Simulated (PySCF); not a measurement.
Gas-phase reaction: CCl + 2 Cl ⇌ CCl₃

Computed with PySCF (xtb for GFN2) and rigid-rotor harmonic-oscillator thermochemistry at 1 bar. The comparison is the NASA 1993 polynomial table, which mixes measured and estimated data. After a fit of one offset per element over all species, the range-separated, M06-2X, PBE0/def2-QZVP and CCSD(T)/def2-TZVPP enthalpies, where run, lie to one side of the table for CCl (-67 kJ/mol): a fault of the table's entry, another state or a shared error of the levels is possible; this was not checked at source. † marks an energy on the PBE0/def2-TZVP geometry and frequencies; other levels use their own. MP2 and CCSD(T) freeze the core. 6-31G* has spherical d functions here. Open shells (unrestricted): CCl (multiplicity 2, electronic degeneracy 4), Cl (multiplicity 2, electronic degeneracy 6), CCl₃ (multiplicity 2). GFN2 has no spin-polarisation term. Spin-orbit splitting is ignored; it lowers the true energy and changes the entropy of CCl, Cl. For this reaction the table lies outside the span of B3LYP, CCSD(T), M06-2X, MP2, PBE0, r2SCAN, ωB97M-V, ωB97X-V in their largest bases here; which side is off was not settled. MP2 isn't extrapolated to the basis-set limit; its ΔH°(298 K) is -591.0 kJ in def2-SVP and -633.8 kJ in def2-TZVPP. CCSD(T) isn't extrapolated to the basis-set limit; its ΔH°(298 K) is -544.9 kJ in def2-SVP and -575.1 kJ in def2-TZVPP. The harmonic model lacks anharmonicity and excited electronic states, which grow with temperature; levels with a mode under 35 cm⁻¹ are left out. The table's entry may be an old estimate for CCl, CCl₃ (not checked at source).

```json
[
 {"level": "table", "ΔH°(298 K), kJ": "-665.2", "minus table": "-", "ΔG°(1600 K), kJ": "-244.0"},
 {"level": "BLYP/def2-TZVP†", "ΔH°(298 K), kJ": "-569.6", "minus table": "95.6", "ΔG°(1600 K), kJ": "-151.1"},
 {"level": "CCSD(T)/def2-SVP†", "ΔH°(298 K), kJ": "-544.9", "minus table": "120.3", "ΔG°(1600 K), kJ": "-126.4"},
 {"level": "CCSD(T)/def2-TZVPP†", "ΔH°(298 K), kJ": "-575.1", "minus table": "90.1", "ΔG°(1600 K), kJ": "-156.6"},
 {"level": "GFN2-xTB", "ΔH°(298 K), kJ": "-676.7", "minus table": "-11.5", "ΔG°(1600 K), kJ": "-266.2"},
 {"level": "HF/6-31G*", "ΔH°(298 K), kJ": "-375.8", "minus table": "289.4", "ΔG°(1600 K), kJ": "48.6"},
 {"level": "M06-2X/def2-TZVP†", "ΔH°(298 K), kJ": "-616.8", "minus table": "48.4", "ΔG°(1600 K), kJ": "-198.3"},
 {"level": "MP2/def2-TZVPP†", "ΔH°(298 K), kJ": "-633.8", "minus table": "31.4", "ΔG°(1600 K), kJ": "-215.3"},
 {"level": "PBE/def2-TZVP†", "ΔH°(298 K), kJ": "-648.3", "minus table": "16.9", "ΔG°(1600 K), kJ": "-229.8"},
 {"level": "PBE0/def2-QZVP†", "ΔH°(298 K), kJ": "-631.8", "minus table": "33.4", "ΔG°(1600 K), kJ": "-213.3"},
 {"level": "PBE0/def2-SVP†", "ΔH°(298 K), kJ": "-631.4", "minus table": "33.8", "ΔG°(1600 K), kJ": "-212.9"},
 {"level": "ωB97M-V/def2-TZVP†", "ΔH°(298 K), kJ": "-616.8", "minus table": "48.4", "ΔG°(1600 K), kJ": "-198.3"}
]
```
